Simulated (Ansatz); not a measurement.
A calculation on anatase TiO2 (metastable phase) returned lattice constant a 3.817 Å, lattice parameter c 9.776 Å, equilibrium volume per atom 11.87 Å³/atom, bulk modulus 167 GPa, cohesive energy 6.46 eV/atom.

For reference: lattice constant a 3.784 Å (measured, room temperature, no zero-point or thermal correction; as tabulated in Horn, Schwerdtfeger, Meagher, Refinement of the structure of anatase at several …); lattice parameter c 9.514 Å (measured, room temperature, not corrected to a static lattice; as tabulated in Horn, Schwerdtfeger, Meagher, Refinement of the structure of anatase at several …).

Question: Which level of theory produced these numbers?
A. r²SCAN (Ansatz, an electronic-structure program)
B. revPBE (Ansatz)
C. PBE-D4 (Ansatz)
D. rVV10 (Ansatz)

Answer: B, revPBE (Ansatz)

The others give: PBE-D4 3.783 Å, 9.603 Å, 11.45 Å³/atom, 175 GPa, 7.08 eV/atom; r²SCAN 3.778 Å, 9.583 Å, 11.40 Å³/atom, 190 GPa, 6.78 eV/atom; rVV10 3.814 Å, 9.686 Å, 11.74 Å³/atom, 171 GPa, 7.06 eV/atom.

Unless a cell is named, each level is at its own relaxed cell (PBE-D4 11.45, r²SCAN 11.40, revPBE 11.87, rVV10 11.74 Å³/atom).

Ansatz's density-functional and Hartree–Fock values are scalar-relativistic unless marked +SOC, with PAW data made under PBE.
